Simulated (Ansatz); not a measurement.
# BNH6 (SMILES [BH3-][NH3+]): UPBEx+VWNRPAc/aug-pcseg-1 (exchange range long, omega 0.2 1/bohr)

What is the vertical singlet–triplet gap of BNH6 at UPBEx+VWNRPAc/aug-pcseg-1 (exchange range long, omega 0.2 1/bohr)? 

Program for the calculation: Ansatz 0.2.0.

9 further runs of the same task are left out: 1 for a known fault of the program, 1 that didn't finish, 7 set aside as unsound or not needed.

### Step 1. The molecule

The species is BNH6 (8 atoms), meant as a singlet with charge 0. As SMILES, `[BH3-][NH3+]`. The shape is that of a PBE0-D4/def2-TZVP optimisation.

Bond lengths: B1–N2 1.639 Å, B1–H3 1.212 Å, B1–H4 1.212 Å, B1–H5 1.212 Å, N2–H6 1.015 Å, N2–H7 1.015 Å, N2–H8 1.015 Å. Some angles: B1–N2–H6 110.9°, B1–N2–H7 110.9°, B1–N2–H8 110.9°, N2–B1–H3 105.3°, N2–B1–H4 105.3°, N2–B1–H5 105.3°, H6–N2–H7 108.0°, H6–N2–H8 108.0°, H7–N2–H8 108.0°, H3–B1–H4 113.3°.

### Step 2. Energy and gradient at UPBEx+VWNRPAc/aug-pcseg-1 (exchange range long, omega 0.2 1/bohr)

Input file run.yaml:

```yaml
crystal:
  periodic: [false, false, false]
  atoms:
    - {symbol: B, position_ang: [-0.191300, 0.250800, -0.775400]}
    - {symbol: N, position_ang: [0.206500, -0.255100, 0.731700]}
    - {symbol: H, position_ang: [-0.078200, -0.728400, -1.481000]}
    - {symbol: H, position_ang: [-1.332600, 0.649700, -0.687200]}
    - {symbol: H, position_ang: [0.604400, 1.126600, -1.038400]}
    - {symbol: H, position_ang: [0.140800, 0.507000, 1.398700]}
    - {symbol: H, position_ang: [1.156600, -0.611300, 0.755300]}
    - {symbol: H, position_ang: [-0.414000, -0.996500, 1.040500]}
basis:
  gaussian: {orbitals: aug-pcseg-1.json}
magnetization: {spin_polarized: true, initial_magnetization: 0}
hamiltonian:
  xc:
    text: |
      parameter omega = 0.2/bohr
      exchange = pbe_x_sr(omega) + exact_x_lr(omega)
      correlation = vwn_rpa_c
  pseudopotentials: {relativity: none}
output: {forces: true, orbitals: {seedname: orbitals}}
```

The basis set aug-pcseg-1 is read from a file made from the Basis Set Exchange's data (not shown).

The run is started by

```bash
$ ansatz run run.yaml --threads 1 --pin off --max-ram 2610MiB --events-out events.jsonl --progress --plain --runs-dir runs
```

What it wrote:

```text
Warning: RAYON_NUM_THREADS=1 ignored (pool sized by the plan → 1); use --threads N
Functional definition: unnamed
  parameter omega = 0.2/bohr
  exchange = pbe_x_sr(omega) + exact_x_lr(omega)
  correlation = vwn_rpa_c
840 factors; their error is unknown
286 factors; integrals over basis functions are off by at most 6.8e-6 eV
mean field evaluation 1: about -2279.9644 eV, gradient 3.6e1 eV
mean field evaluation 2: about -2279.8303 eV, gradient 3.8e1 eV
mean field evaluation 4: about -2285.6855 eV, gradient 8.9e-1 eV
mean field evaluation 8: about -2285.6608 eV, gradient 1.3e-1 eV
mean field -2285.66084473 eV, -83.9964867674 hartree, gradient 4.7e-5 eV, S^2 0.000000; 0 other end points of the search recorded, 0 dependent functions left out
the calculation of the forces begins
reference -2285.66090387 eV, -83.9964889405 hartree; 9, 9 occupied and 91, 91 virtual orbitals, 840 factors
Total energy: -2285.66090387 eV, -83.9964889405 hartree
Atom 0 at    -0.191300     0.250800    -0.775400 Å, force    -0.108625     0.136099    -0.408156 eV/Å
Atom 1 at     0.206500    -0.255100     0.731700 Å, force     0.026170    -0.032211     0.090698 eV/Å
Atom 2 at    -0.078200    -0.728400    -1.481000 Å, force     0.011290    -0.078247    -0.044185 eV/Å
Atom 3 at    -1.332600     0.649700    -0.687200 Å, force    -0.085032     0.027531     0.016507 eV/Å
Atom 4 at     0.604400     1.126600    -1.038400 Å, force     0.064482     0.064660    -0.010888 eV/Å
Atom 5 at     0.140800     0.507000     1.398700 Å, force    -0.003211     0.153238     0.192815 eV/Å
Atom 6 at     1.156600    -0.611300     0.755300 Å, force     0.219766    -0.092915     0.049961 eV/Å
Atom 7 at    -0.414000    -0.996500     1.040500 Å, force    -0.124840    -0.178154     0.113247 eV/Å
Dipole moment:     0.268865    -0.341858     1.018446 e Å
```

It took 4.5 s on 1 thread of Arm Neoverse V1, shared host.

### Step 3. The triplet

run.yaml, as its differences from that of step 2:

```diff
@@ -1 +1,3 @@
+basis:
+  gaussian: {orbitals: aug-pcseg-1.json}
 crystal:
@@ -11,5 +13,3 @@
     - {symbol: H, position_ang: [-0.414000, -0.996500, 1.040500]}
-basis:
-  gaussian: {orbitals: aug-pcseg-1.json}
-magnetization: {spin_polarized: true, initial_magnetization: 0}
+magnetization: {spin_polarized: true, initial_magnetization: 2}
 hamiltonian:
```

The basis set aug-pcseg-1 is read from a file made from the Basis Set Exchange's data (not shown).

The run is started by

```bash
$ ansatz run run.yaml --threads 1 --pin off --max-ram 2610MiB --events-out events.jsonl --progress --plain --runs-dir runs
```

What it wrote (excerpt; [...] marks lines left out):

```text
Warning: RAYON_NUM_THREADS=1 ignored (pool sized by the plan → 1); use --threads N
[... 1 set-up line as earlier in the session ...]
[...]
840 factors; their error is unknown
286 factors; integrals over basis functions are off by at most 6.8e-6 eV
[...]
mean field -2278.95221798 eV, -83.7499492813 hartree, gradient 5.4e-6 eV, S^2 2.003034; 12 other end points of the search recorded, 0 dependent functions left out
[...]
reference -2278.95227208 eV, -83.7499512695 hartree; 10, 8 occupied and 90, 92 virtual orbitals, 840 factors
Total energy: -2278.95227208 eV, -83.7499512695 hartree
Atom 0 at    -0.191300     0.250800    -0.775400 Å, force     3.832101    -1.820853     1.730074 eV/Å
Atom 1 at     0.206500    -0.255100     0.731700 Å, force    -0.728523     0.805536    -2.251149 eV/Å
Atom 2 at    -0.078200    -0.728400    -1.481000 Å, force    -1.505607    -0.653206    -0.246039 eV/Å
Atom 3 at    -1.332600     0.649700    -0.687200 Å, force    -1.597820     0.837190    -1.049152 eV/Å
Atom 4 at     0.604400     1.126600    -1.038400 Å, force    -0.723732     1.469453     0.260125 eV/Å
Atom 5 at     0.140800     0.507000     1.398700 Å, force     0.048172     0.981527     0.925330 eV/Å
Atom 6 at     1.156600    -0.611300     0.755300 Å, force     1.381594    -0.556000     0.192998 eV/Å
Atom 7 at    -0.414000    -0.996500     1.040500 Å, force    -0.706185    -1.063647     0.437812 eV/Å
Dipole moment:    -0.175987     0.208997    -0.604251 e Å
```

Wall time 19 s (1 thread of Arm Neoverse V1, shared host).

### Step 4. Outcome

At UPBEx+VWNRPAc/aug-pcseg-1 (exchange range long, omega 0.2 1/bohr):

| quantity | value |
| --- | --- |
| singlet: total energy | -83.99649 Eh |
| singlet: dipole moment | 5.32 D |
| singlet: HOMO energy | -10.07 eV |
| singlet: LUMO energy | -0.51 eV |
| singlet: HOMO–LUMO gap | 9.57 eV |
| singlet: largest force on an atom | 0.444 eV/Å |
| triplet: total energy | -83.74995 Eh |
| triplet: dipole moment | 3.19 D |
| triplet: HOMO energy (highest over α and β) | -4.53 eV |
| triplet: ⟨S²⟩ | 2.003 |
| triplet: largest force on an atom | 4.582 eV/Å |
| vertical energy of the triplet above the singlet | 6.709 eV |

At this shape the triplet lies 6.71 eV (155 kcal/mol) above the singlet. The largest force (singlet) is 0.44 eV/Å: the shape isn't a stationary point for this species at this level. Mulliken charges (singlet) run from -1.01 on N2 to +0.32 on B1; in a basis this large or diffuse they mean little. Mulliken charges (triplet) run from -0.56 on N2 to +0.19 on B1; in a basis this large or diffuse they mean little.
